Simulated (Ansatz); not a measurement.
**wB97M-V/STO-3G run of SiO2 (silicon dioxide molecule)**

What is the energy change on altering one bond length of SiO2 (silicon dioxide molecule) at wB97M-V/STO-3G? 

The calculation is run with Ansatz 0.2.0.

37 further runs of the same task are left out: 8 that didn't finish, 29 set aside as unsound or not needed.

**1. The system as given**

The species is SiO2 (3 atoms), meant as a singlet with charge 0. As SMILES, `O=[Si]=O`. The shape is that of a GFN2-xTB optimisation.

Bond lengths: O1–Si2 1.491 Å, Si2–O3 1.491 Å. Angles: O1–Si2–O3 179.9°.

**2. A single-point energy at wB97M-V/STO-3G**

input.yaml reads:

```yaml
crystal:
  periodic: [false, false, false]
  atoms:
    - {symbol: O, position_ang: [0.691230, 1.217290, 0.513740]}
    - {symbol: Si, position_ang: [-0.000730, 0.000440, -0.000160]}
    - {symbol: O, position_ang: [-0.690510, -1.217740, -0.513580]}
basis:
  gaussian:
    orbitals: STO-3G
accuracy: high
magnetization:
  spin_polarized: false
hamiltonian:
  xc: {name: wB97M-V}
```

The run is started by

```console
ansatz run input.yaml --threads 1 --pin off --max-ram 2610MiB --events-out events.jsonl --progress --plain --runs-dir runs
```

What it wrote:

```text
Warning: RAYON_NUM_THREADS=1 ignored (pool sized by the plan → 1); use --threads N
Functional definition: wB97M-V
  name "wB97M-V"
  parameter omega = 0.3/bohr
  parameter cx = 0.15
  parameter cx01 = 1.007
  parameter cx10 = 0.259
  parameter css00 = 0.443
  parameter css04 = -1.437
  parameter css10 = -4.535
  parameter css20 = -3.390
  parameter css43 = 4.278
  parameter cos00 = 1.000
  parameter cos10 = 1.358
  parameter cos20 = 2.924
  parameter cos21 = -8.812
  parameter cos60 = -1.390
  parameter cos61 = 9.142
  parameter b = 6.0
  parameter c = 0.01
  gx(w, u) = 1 - cx + cx01*u + cx10*w
  gss(w, u) = css00 + css04*u^4 + css10*w + css20*w^2 + css43*w^4*u^3
  gos(w, u) = cos00 + cos10*w + (cos20 + cos21*u)*w^2 + (cos60 + cos61*u)*w^6
  exchange = spin_sum(e_x_unif_sr(omega)*gx(b97_w, b97_u_x)) + cx*exact_x_sr(omega) + exact_x_lr(omega)
  correlation = spin_sum(e_c_pw_mod_same_spin*gss(b97_w, b97_u_same))
      + integral(e_c_pw_mod_opposite_spin*gos(b97_w_opposite, b97_u_opposite)) + vv10(b, c)
324 factors; integrals over basis functions are off by at most 2.5e-8 eV
121 factors; integrals over basis functions are off by at most 9.4e-10 eV
mean field evaluation 1: about -11813.1155 eV, gradient 4.4e1 eV
mean field evaluation 2: about -11812.7749 eV, gradient 5.1e1 eV
mean field evaluation 4: about -11820.9883 eV, gradient 2.5e-1 eV
mean field evaluation 8: about -11820.9842 eV, gradient 5.3e-3 eV
mean field evaluation 16: about -11820.9842 eV, gradient 1.6e-7 eV
mean field -11820.98419869 eV, -434.4131567511 hartree, gradient 3.8e-8 eV, S^2 0.000000; 0 other end points of the search recorded, 0 dependent functions left out
reference -11820.98420032 eV, -434.4131568107 hartree; 15, 15 occupied and 4, 4 virtual orbitals, 324 factors
Total energy: -11820.98420032 eV, -434.4131568107 hartree
```

Run time: 8.7 s. Hardware: 1 thread of AMD EPYC 7R43 (Zen 3), shared host; peak memory 0.25 GiB.

**3. The distorted shape**

molecule.yaml reads:

```yaml
basis:
  gaussian: {orbitals: STO-3G}
crystal:
  periodic: [false, false, false]
  atoms:
    - {symbol: O, position_ang: [0.864230, 1.521520, 0.642222]}
    - {symbol: Si, position_ang: [-0.000730, 0.000440, -0.000160]}
    - {symbol: O, position_ang: [-0.690510, -1.217740, -0.513580]}
hamiltonian: {xc: {name: wB97M-V}}
accuracy: high
```

The run is started by

```console
ansatz run molecule.yaml --threads 1 --pin off --max-ram 2610MiB --events-out events.jsonl --progress --plain --runs-dir runs
```

What it wrote, shortened:

```text
Warning: RAYON_NUM_THREADS=1 ignored (pool sized by the plan → 1); use --threads N
[... 2 set-up lines as earlier in the session ...]
[...]
  gx(w, u) = 1 - cx + cx01*u + cx10*w
  gss(w, u) = css00 + css04*u^4 + css10*w + css20*w^2 + css43*w^4*u^3
  gos(w, u) = cos00 + cos10*w + (cos20 + cos21*u)*w^2 + (cos60 + cos61*u)*w^6
[...]
      + integral(e_c_pw_mod_opposite_spin*gos(b97_w_opposite, b97_u_opposite)) + vv10(b, c)
320 factors; integrals over basis functions are off by at most 1.5e-8 eV
127 factors; integrals over basis functions are off by at most 7.0e-10 eV
[...]
mean field -11819.88049429 eV, -434.3725963623 hartree, gradient 5.1e-8 eV, S^2 0.000000; 0 other end points of the search recorded, 0 dependent functions left out
reference -11819.88049590 eV, -434.3725964217 hartree; 15, 15 occupied and 4, 4 virtual orbitals, 320 factors
Total energy: -11819.88049590 eV, -434.3725964217 hartree
```

It took 9.6 s on 1 thread of AMD EPYC 7R43 (Zen 3), shared host; peak memory 0.25 GiB.

**4. Summary of results**

At wB97M-V/STO-3G:

| quantity | value |
| --- | --- |
| first shape: total energy | -434.41316 Eh |
| distorted shape: total energy | -434.37260 Eh |
| energy change with the O1–Si2 bond stretched from 1.491 to 1.864 Å | 1.104 eV |

In words: With the O1–Si2 bond stretched from 1.491 to 1.864 Å the energy rises by 1.10 eV (25 kcal/mol). The first shape isn't relaxed at this level, so the change isn't measured from a minimum. The minimal basis adds a large error of its own.
